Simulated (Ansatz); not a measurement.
C8H18 can be A, `CCC(C)(CC)CC`, or B, `CC(C)(C)C(C)(C)C`.

Program: Ansatz. Geometries: PBE0-D4/def2-TZVP. ΔE: electronic, gas phase. CCSD(T)/CBS is the MP2 limit (def2-TZVPP, def2-QZVPP) plus CCSD(T) − MP2 in def2-TZVPP, frozen cores. Functionals use def2-TZVPP. B3LYP here is the variant with VWN-RPA as its local correlation; programs differ in this. Each species was taken in one conformer, which may not be the lowest.

Problem. Which is lower in electronic energy at CCSD(T)/CBS, and by how much? (Best estimate.)

Solution. Computed: B, by 4.5 kJ/mol.

Problem. Give E(B) − E(A) in kJ/mol with ωB97M-V, r2SCAN-D4, PBE0-D4, B3LYP, CCSD(T)/def2-TZVPP, LDA (SPW92), CCSD(T)/def2-SVP. (Best estimate.)

Solution. Computed: ωB97M-V -3.0, r2SCAN-D4 -1.9, PBE0-D4 1.7, B3LYP 9.5, CCSD(T)/def2-TZVPP -5.9, LDA (SPW92) -5.2, CCSD(T)/def2-SVP -4.1. The order is the other way round with PBE0-D4, B3LYP.

Largest T1 diagnostic: 0.009.

The D4 term adds −7.0 kJ/mol with B3LYP and −3.6 kJ/mol with PBE0; it sums over pairs of atoms, weighted by their polarisabilities, and B3LYP, whose exchange is more repulsive, gets the larger term. From BLYP to BHLYP (50 % exact exchange), in def2-TZVPP and without D4, E(B) − E(A) moves by −3.5 kJ/mol.
